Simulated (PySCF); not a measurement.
**H₂SO₃, a complex of two parts: interaction energy**

An exercise on one series of results from a longer session: the logs are not shown, and one member is left open.

Programs: PySCF 2.14.0. All values are calculated, for the isolated system unless a continuum is named. Atoms count from 0, parts from 1.

## The system as given

6 atoms, charge 0, multiplicity 1; geometry: GFN2-xTB. Parts: 1 = atoms 0–2, `O=S=O`, charge 0; 2 = atoms 3–5, `O`, charge 0.

The first run:

What the job is given:

```
{"job": {"xc": "PBE0", "basis": "def2-SVPD", "d3": "d3bj", "grid": 2, "kind": "geom", "shake": 0.01}, "charge": 0, "multiplicity": 1, "parts": [{"atoms": "0-2", "charge": 0, "multiplicity": 1}, {"atoms": "3-5", "charge": 0, "multiplicity": 1}]}
O      1.355176    -0.063699     0.505148
S      0.330971     0.466050    -0.408065
O     -0.964485     0.751788     0.182284
O      1.106510     2.680055    -0.190885
H      0.313364     3.065248     0.250006
H      1.772537     2.569690     0.459703
```

Command:

```bash
OMP_NUM_THREADS=1 python cluster_run.py task.json out
```

The driver reads the jobs from task.json and runs them one after another.

Among the steps run: Relaxing the molecule at PBE0-D3(BJ)/def2-SVPD; Coupled-cluster interaction energy: CCSD(T) and MP2.

One table of the session follows, with a row left open; its other results are not shown here.

It belongs to the step «Coupled-cluster interaction energy: CCSD(T) and MP2». 

| method | interaction energy (kcal/mol) |
| --- | --- |
| HF/aug-cc-pVDZ | ? |
| MP2/aug-cc-pVDZ | -2.64 |
| CCSD/aug-cc-pVDZ | -2.95 |
| CCSD(T)/aug-cc-pVDZ | -2.89 |
| HF/aug-cc-pVTZ | -3.35 |
| MP2/aug-cc-pVTZ | -3.42 |
| SCS-MP2/aug-cc-pVTZ | -2.79 |
| MP2, extrapolated | -3.74 |
| CCSD(T), limit estimate | -3.99 |

**Question.** Estimate the row for HF/aug-cc-pVDZ.

**Answer.** interaction energy (kcal/mol): -3.33. In the column «interaction energy (kcal/mol)» it lies between HF/aug-cc-pVTZ (-3.35) and CCSD/aug-cc-pVDZ (-2.95).

Caveats from the session: At this geometry a test (T1, the size of the triples or of CCSD(T) less MP2, charge moved between the parts) flags the run, so its CCSD(T) estimate is not taken as a benchmark.
